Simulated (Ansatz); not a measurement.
A geometry relaxed with B3LYP-D3(BJ)/def2-TZVP run with Ansatz (an electronic-structure program), charge 0, multiplicity 2:

```xyz
10

H      1.2741    -0.9752    -0.7713
C      1.2766    -0.0226    -0.2287
H      0.1235     0.6094     1.5641
H     -1.5554     0.6864    -0.7348
C     -1.2936    -0.0912     0.0009
H     -1.3354    -1.0430    -0.5418
C      0.0494     0.1382     0.5923
H      2.1842     0.0217     0.3747
H     -2.0807    -0.0961     0.7563
H      1.3600     0.7615    -0.9983
```

**Question.** Write the SMILES of this molecule.

**Answer.** `C[CH]C`
